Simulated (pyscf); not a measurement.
Single points on ωB97X-D3(BJ)/def2-SVP structures (PySCF, gas phase).

Problem. PBE/def2-TZVP puts the barrier of `[O]=[P][OH]` + `[OH2]` + `[OH2]` → `[OH][P]([OH])[OH]` + `[OH2]` (multi-bond step; singlet surface; H–O, H–O broken, H–O, O–P, H–O formed) at -0.71 eV and the reaction energy at -0.87 eV, from the separated reactants. What do r²SCAN/def2-TZVP, PBE0-D3(BJ)/def2-TZVP, ωB97M-D3(BJ)/def2-TZVP give on the same structures?

Solution. r²SCAN: ΔE‡ = -0.76 eV, ΔE = -1.03 eV; PBE0-D3(BJ): ΔE‡ = -0.77 eV, ΔE = -1.09 eV; ωB97M-D3(BJ): ΔE‡ = -0.54 eV, ΔE = -0.97 eV. PBE's barrier lies among them. Its reaction energy lies over all of them, by 0.11 to 0.23 eV. On the reactant side the descent ends in a bound adduct, 0.86 eV under the separated species and 0.27 eV under the saddle at ωB97X-D3(BJ)/def2-TZVP. On the product side the descent ends in a bound adduct, 0.49 eV under the separated species and 0.96 eV under the saddle at ωB97X-D3(BJ)/def2-TZVP. At PBE, r²SCAN, PBE0-D3(BJ), ωB97M-D3(BJ) the saddle lies under the separated reactants, which points to a path from their complex (located at ωB97X-D3(BJ) alone). This is the saddle that the search found; another between the same sides may lie lower.
